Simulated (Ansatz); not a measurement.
Process, species as SMILES: S (H2S) → [SH-] + H+
B3LYP-D3(BJ)/def2-TZVP geometries, fixed; electronic energies without zero-point terms.

Basis-set convergence of the deprotonation energy at CCSD(T) with Ansatz (a first-principles code). All functions are spherical. Cores are frozen. No added dispersion term, no relativity. Functions are those of the species that has most. Reference: Hartree-Fock in aug-cc-pV(Q+d)Z plus the correlation part extrapolated as X^-3 from aug-cc-pV(T+d)Z and aug-cc-pV(Q+d)Z, 355.46 kcal/mol, itself unsure by roughly 0.29 kcal/mol (a third of the extrapolation step and of the last Hartree-Fock step). Deviations are taken from unrounded values.

```csv
basis,functions,deprotonation energy (kcal/mol),minus reference (kcal/mol)
STO-3G,11,519.67,164.21
6-31G,17,352.63,-2.83
aug-pcseg-1,45,354.61,-0.85
"6-311++G(2d,2p)",55,359.67,4.21
pcseg-2,62,368.75,13.30
cc-pV(T+d)Z,67,366.07,10.61
jun-cc-pV(T+d)Z,76,357.36,1.90
cc-pV(Q+d)Z,124,360.48,5.02
pcseg-4,227,357.03,1.57
```
